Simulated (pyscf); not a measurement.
`[OH][Si]([OH])([F])[F]` + `[H]` [doublet] -> `[OH][Si]([OH])[F]` [doublet] + `[FH]` (atom transfer; doublet surface; F–Si broken, F–H formed). Optimised with ωB97X-D3(BJ)/def2-SVP in PySCF. Energies in eV from the separated reactants.

```json
[
 {"level": "ωB97X-D3(BJ)/def2-TZVP", "barrier": "(withheld)", "reaction energy": "+1.21"},
 {"level": "PBE/def2-TZVP", "barrier": "1.68", "reaction energy": "+0.94"},
 {"level": "r²SCAN/def2-TZVP", "barrier": "1.94", "reaction energy": "+1.10"},
 {"level": "M06-2X/def2-TZVP", "barrier": "2.34", "reaction energy": "+1.22"},
 {"level": "ωB97M-D3(BJ)/def2-TZVP", "barrier": "(withheld)", "reaction energy": "(withheld)"},
 {"level": "HF/def2-TZVP", "barrier": "3.52", "reaction energy": "+1.49"}
]
```

Complete the blanks.


- ωB97X-D3(BJ)/def2-TZVP, barrier: 2.44
- ωB97M-D3(BJ)/def2-TZVP, barrier: 2.28
- ωB97M-D3(BJ)/def2-TZVP, reaction energy: +1.23

The functionals in the table span 0.76 eV in this barrier, from PBE to ωB97X-D3(BJ). On the product side the descent ends in a complex, 0.24 eV under the separated species and 1.47 eV under the saddle at ωB97X-D3(BJ)/def2-TZVP. This is the saddle that the search found; another between the same sides may lie lower. The angle at the transferred F is 147°.
